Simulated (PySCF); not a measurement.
Nuclear quadrupole coupling in thiirane

Thiirane, C2H4S.
SMILES with atom numbers: `[CH2:1]1[CH2:2][S:3]1` (hydrogens: H4, H5 on C1; H6, H7 on C2)

Geometry (PBE0-D3(BJ)/def2-SVP, Å), atoms numbered from 1 in this order:
```xyz
7
C2H4S angstrom
C      0.7397   -0.0629   -0.0319
C     -0.7390   -0.0401   -0.0666
S     -0.0080    1.1403    1.0913
H      1.2351   -0.9146    0.4459
H      1.2857    0.3574   -0.8831
H     -1.2314    0.3962   -0.9420
H     -1.2821   -0.8758    0.3871
```

Field gradients from the PBE0/pcSseg-1 density (PySCF, non-relativistic), principal values in atomic units, ordered |Vxx| ≤ |Vyy| ≤ |Vzz|:

```csv
atom,Vxx,Vyy,Vzz
S3,1.1360,2.1618,-3.2978
```

**Question.** Find the asymmetry η = (Vxx − Vyy)/Vzz and the couplings χ = eQV/h (234.96 MHz × Q in barn × V in au), with Q(33S) = −0.0678 b.

**Answer.** 
```
atom     environment  nucleus     η  χzz (MHz)  χxx (MHz)  χyy (MHz)
  S3  sulfide sulfur      33S  0.31      52.54     -18.10     -34.44
```

**Question.** What is Vzz at S3 in SI units (1 au = 9.71736 × 10²¹ V/m²)?

**Answer.** -3.2978 au = -32.046 × 10²¹ V/m².

**Question.** And the gradient at the other heavy atoms, for which no coupling is worked out here?

**Answer.** 
| atom | environment | Vzz (au) | η |
| --- | --- | --- | --- |
| C1 | sp3 carbon bound to sulfur | 0.286 | 0.37 |
| C2 | sp3 carbon bound to sulfur | 0.286 | 0.37 |

Geometry: PBE0-D3(BJ)/def2-SVP; no solvent, vibrations or thermal averaging. A larger basis could move these couplings by a tenth or more.
